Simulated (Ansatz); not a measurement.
**BH2Cl (SMILES BCl) at 6 levels**

Aim: a comparison of 6 runs (CAM-B3LYP/STO-3G, PBE/STO-3G, wB97X/STO-3G, CCSDTQ/STO-3G, CCSD/STO-3G, UCCSD(T)/STO-3G) of BH2Cl. 

The calculation is run with Ansatz 0.2.0.

56 further runs of the same task are left out: 2 that didn't finish, 54 set aside as unsound or not needed.

### 1 The molecule

BH2Cl has 4 atoms, charge 0, and is taken as a singlet. SMILES: `BCl`. The Cl2–B1 distance was set to 3.466 Å, away from the relaxed value. At this shape a bond of the SMILES string is far longer than usual.

Bond lengths: B1–H3 1.190 Å, B1–H4 1.190 Å. Angles: H3–B1–H4 123.7°.

### 2 A single-point energy at CAM-B3LYP/STO-3G (run 1)

Contents of in.yaml:

```yaml
basis:
  gaussian: {orbitals: STO-3G}
crystal:
  periodic: [false, false, false]
  atoms:
    - {symbol: B, position_ang: [-1.598436, 0.438710, -0.871819]}
    - {symbol: Cl, position_ang: [1.365000, -0.395300, 0.721200]}
    - {symbol: H, position_ang: [-2.587936, -0.142490, -0.556119]}
    - {symbol: H, position_ang: [-1.568336, 1.289810, -1.703119]}
hamiltonian: {xc: {name: CAM-B3LYP}}
accuracy: high
```

On the command line:

```bash
ansatz run in.yaml --threads 1 --pin off --max-ram 2610MiB --events-out events.jsonl --progress --plain --runs-dir runs
```

Log:

```text
Warning: RAYON_NUM_THREADS=1 ignored (pool sized by the plan → 1); use --threads N
Functional definition: CAM-B3LYP
  name "CAM-B3LYP"
  parameter alpha = 0.19
  parameter beta = 0.46
  parameter omega = 0.33/bohr
  parameter ac = 0.81
  exchange = (1 - alpha - beta)*b88_x + beta*b88_x_sr(omega) + alpha*exact_x + beta*exact_x_lr(omega)
  correlation = (1 - ac)*vwn5_c + ac*lyp_c
239 factors; integrals over basis functions are off by at most 5.7e-9 eV
133 factors; integrals over basis functions are off by at most 1.7e-9 eV
mean field evaluation 1: about -13074.8314 eV, gradient 1.4e1 eV
mean field evaluation 2: about -12968.6083 eV, gradient 5.0e1 eV
mean field evaluation 4: about -13075.7862 eV, gradient 1.1e1 eV
mean field evaluation 8: about -13075.7586 eV, gradient 1.1e1 eV
mean field evaluation 16: about -13079.1036 eV, gradient 3.0e-8 eV
mean field -13079.10363972 eV, -480.6481934249 hartree, gradient 3.0e-8 eV, S^2 0.000000; 0 other end points of the search recorded, 0 dependent functions left out
reference -13079.10365319 eV, -480.6481939200 hartree; 12, 12 occupied and 4, 4 virtual orbitals, 239 factors
Total energy: -13079.10365319 eV, -480.6481939200 hartree
```

Run time: 0.89 s. Hardware: 1 thread of Arm Neoverse V1, shared host.

### 3 The energy at PBE/STO-3G (run 2)

Contents of input.yaml:

```yaml
crystal:
  periodic: [false, false, false]
  atoms:
    - {symbol: B, position_ang: [-1.598436, 0.438710, -0.871819]}
    - {symbol: Cl, position_ang: [1.365000, -0.395300, 0.721200]}
    - {symbol: H, position_ang: [-2.587936, -0.142490, -0.556119]}
    - {symbol: H, position_ang: [-1.568336, 1.289810, -1.703119]}
basis:
  gaussian: {orbitals: STO-3G}
hamiltonian: {xc: pbe}
accuracy: high
```

On the command line:

```bash
ansatz run input.yaml --threads 1 --pin off --max-ram 2610MiB --events-out events.jsonl --progress --plain --runs-dir runs
```

Log:

```text
Warning: RAYON_NUM_THREADS=1 ignored (pool sized by the plan → 1); use --threads N
Functional definition: PBE
  name "PBE"
  parameter kappa = 0.804
  parameter beta = 0.06672455060314922
  exchange = pbe_x(kappa = kappa, mu = beta*pi^2/3)
  correlation = pbe_c(beta = beta)
239 factors; integrals over basis functions are off by at most 5.7e-9 eV
mean field evaluation 1: about -13068.6037 eV, gradient 1.6e1 eV
mean field evaluation 2: about -12959.3707 eV, gradient 5.8e1 eV
mean field evaluation 4: about -13069.3001 eV, gradient 1.2e1 eV
mean field evaluation 8: about -13069.8152 eV, gradient 1.3e1 eV
mean field evaluation 16: about -13073.9994 eV, gradient 3.8e-9 eV
mean field evaluation 32: about -13073.3697 eV, gradient 5.1e0 eV
mean field -13073.99938970 eV, -480.4606156965 hartree, gradient 2.8e-8 eV, S^2 0.000000; 4 other end points of the search recorded, 0 dependent functions left out
reference -13073.99939150 eV, -480.4606157625 hartree; 12, 12 occupied and 4, 4 virtual orbitals, 239 factors
Total energy: -13073.99939150 eV, -480.4606157625 hartree
```

Run time: 1.1 s. Hardware: 1 thread of Arm Neoverse V1, shared host.

Run 3 isn't shown in full; the table further down has it.

### 4 The energy at CCSDTQ/STO-3G (run 4)

Contents of input.yaml:

```yaml
basis:
  gaussian: {orbitals: STO-3G}
crystal:
  periodic: [false, false, false]
  atoms:
    - symbol: B
      position_ang: [-1.598436, 0.438710, -0.871819]
    - symbol: Cl
      position_ang: [1.365000, -0.395300, 0.721200]
    - symbol: H
      position_ang: [-2.587936, -0.142490, -0.556119]
    - symbol: H
      position_ang: [-1.568336, 1.289810, -1.703119]
correlation: {method: ccsdtq, frozen_orbitals: {B: 1, Cl: 5, H: 0}}
accuracy: high
scf: {omitted_lower_state_checks: [cluster_reference, increment]}
```

On the command line:

```bash
ansatz run input.yaml --threads 1 --pin off --max-ram 2610MiB --events-out events.jsonl --progress --plain --runs-dir runs
```

Log:

```text
Warning: RAYON_NUM_THREADS=1 ignored (pool sized by the plan → 1); use --threads N
[... 11 lines left out ...]
6 core orbitals not correlated: weight in the atoms' cores, before any rotation towards them, 1.000 or more for the frozen orbitals, at most 0.000 for the correlated occupied ones
[... 64 lines left out ...]
WARN: these amplitudes may be one of several solutions (largest doubles amplitude 0.87, level shift 6.08 eV)
Total energy: -13061.31754509 eV, -479.9945665029 hartree
Checks for a lower state left out: cluster_reference, increment
```

Run time: 2.7 s. Hardware: 1 thread of Arm Neoverse V1, shared host.

Run 5 isn't shown in full; the table further down has it.

### 5 A single-point energy at UCCSD(T)/STO-3G (run 6)

in.yaml: that of step 2 with these lines changed.

```diff
@@ -1,3 +1 @@
-basis:
-  gaussian: {orbitals: STO-3G}
 crystal:
@@ -9,3 +7,13 @@
     - {symbol: H, position_ang: [-1.568336, 1.289810, -1.703119]}
-hamiltonian: {xc: {name: CAM-B3LYP}}
+basis:
+  gaussian:
+    orbitals: STO-3G
+magnetization:
+  spin_polarized: true
+  initial_magnetization: 0
+correlation:
+  method: ccsd_t
+  frozen_orbitals: {B: 1, Cl: 5, H: 0}
 accuracy: high
+scf:
+  omitted_lower_state_checks: [cluster_reference, increment]
```

On the command line:

```bash
ansatz run in.yaml --threads 1 --pin off --max-ram 2610MiB --events-out events.jsonl --progress --plain --runs-dir runs
```

Log:

```text
Warning: RAYON_NUM_THREADS=1 ignored (pool sized by the plan → 1); use --threads N
[... 15 lines left out ...]
6 core orbitals not correlated: weight in the atoms' cores, before any rotation towards them, 1.000 or more for the frozen orbitals, at most 0.000 for the correlated occupied ones
[... 61 lines left out ...]
Total energy: -13061.27279919 eV, -479.9929221217 hartree
Checks for a lower state left out: cluster_reference, increment
```

Wall time 0.38 s (1 thread of Arm Neoverse V1, shared host).

### 6 The series

```
run             level  frozen core orbitals  energy (Eh)  wall time
  1  CAM-B3LYP/STO-3G                     –  -480.648194     0.89 s
  2        PBE/STO-3G                     –  -480.460616      1.1 s
  3      wB97X/STO-3G                     –  -480.678854      3.3 s
  4     CCSDTQ/STO-3G                     6  -479.994567      2.7 s
  5       CCSD/STO-3G                     6  -479.990366     0.12 s
  6   UCCSD(T)/STO-3G                     6  -479.992922     0.38 s
```

### 7 Summary of results

| quantity | value |
| --- | --- |
| run 6: total energy | -479.99292 Eh |
| run 6: correlation energy (6 core orbitals frozen) | -39.5 mEh |
| run 6: (T) correction | -0.62 mEh |
| run 6: ⟨S²⟩ of the reference determinant | 0.980 |
| run 6: T1 diagnostic | 0.019 |

**Reading.** Totals of different functionals can't be ranked against each other. In run 5 the T1 diagnostic is large, so a single reference may not serve. In runs 4, 5 the log says that unrestricted orbitals would lower the reference, so the values rest on an unstable closed-shell determinant (other closed-shell runs at this shape may share the fault). In runs 1, 2, 3, 4, 5, 6 the basis is minimal, so the values are rough. Spin contamination of the reference: run 6 ⟨S²⟩ = 0.98. Where it is this large, the reference is a mixture of spin states, and values that rest on it are in doubt. All runs together took 8.4 s, the longest 3.3 s.
